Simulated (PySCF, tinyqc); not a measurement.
Inside a calculation. Method: RHF in the sto-3g basis, for OH-, spin multiplicity 1. The basis has no diffuse functions, so it cannot describe the extra electron: this is an exercise in the method, not the real anion. The lowest restricted solution is unstable here: a spin-polarised one lies 0.0106 hartree lower (PySCF). One step of it, computed by the program tinyqc.

Question. Iteration 3: diagonalisation and new density. Diagonalise F' = X^T F X, C = X C', fill 5 alpha and 5 beta electrons from the bottom; D = 2 C_occ C_occ^T. Each column has its largest component positive (the first on a tie).

extrapolated F (hartree), lower triangle:
```
             1O 1s      1O 2s     1O 2px     1O 2py     1O 2pz     2H 1s
1O 1s   -19.580596
1O 2s    -5.011900  -1.865667
1O 2px    0.000698   0.001290   0.178247
1O 2py   -0.000560  -0.001036  -0.048274   0.156916
1O 2pz    0.000560   0.022259  -0.149639   0.120186   0.495640
2H 1s    -0.228156  -0.200362   0.020535  -0.016493  -0.134443  0.218588
```

X, lower triangle:
```
            1O 1s      1O 2s    1O 2px    1O 2py     1O 2pz     2H 1s
1O 1s    1.022068
1O 2s   -0.123788   1.030506
1O 2px   0.000000   0.000000  1.000000
1O 2py   0.000000   0.000000  0.000000  1.000000
1O 2pz  -0.001100   0.008634  0.000000  0.000000   1.008674
2H 1s    0.008235  -0.076239  0.000000  0.000000  -0.076933  1.016957
```

Give: F' = X^T F X; orbital energies; coefficients C; D after iteration 3.

Answer.

F' = X^T F X (hartree), lower triangle:
```
         1       2       3       4       5      6
1  -19.218
2   -2.626  -0.974
3    0.001  -0.002   0.178
4   -0.001   0.001  -0.048   0.157
5   -0.009   0.045  -0.153   0.122   0.527
6    0.004  -0.127   0.032  -0.026  -0.198  0.272
```

orbital energies (hartree): MO1 -19.589, MO2 -0.621, MO3 0.100, MO4 0.118, MO5 0.218, MO6 0.716

coefficients C:
```
           MO1     MO2     MO3    MO4     MO5     MO6
1O 1s    0.995  -0.262   0.013  0.000   0.035  -0.023
1O 2s    0.021   1.017  -0.068  0.000  -0.175   0.111
1O 2px   0.000  -0.006   0.580  0.626  -0.439  -0.281
1O 2py   0.000   0.005  -0.466  0.780   0.353   0.225
1O 2pz   0.000  -0.019   0.505  0.000   0.111   0.869
2H 1s   -0.002   0.064   0.372  0.000   0.809  -0.498
```

D after iteration 3, lower triangle:
```
         1O 1s   1O 2s  1O 2px  1O 2py  1O 2pz  2H 1s
1O 1s    2.119
1O 2s   -0.504   2.141
1O 2px  -0.013   0.063   1.842
1O 2py   0.010  -0.050   0.127   1.898
1O 2pz   0.031  -0.146   0.488  -0.392   0.535
2H 1s    0.030  -0.205  -0.280   0.225   0.553  1.595
```
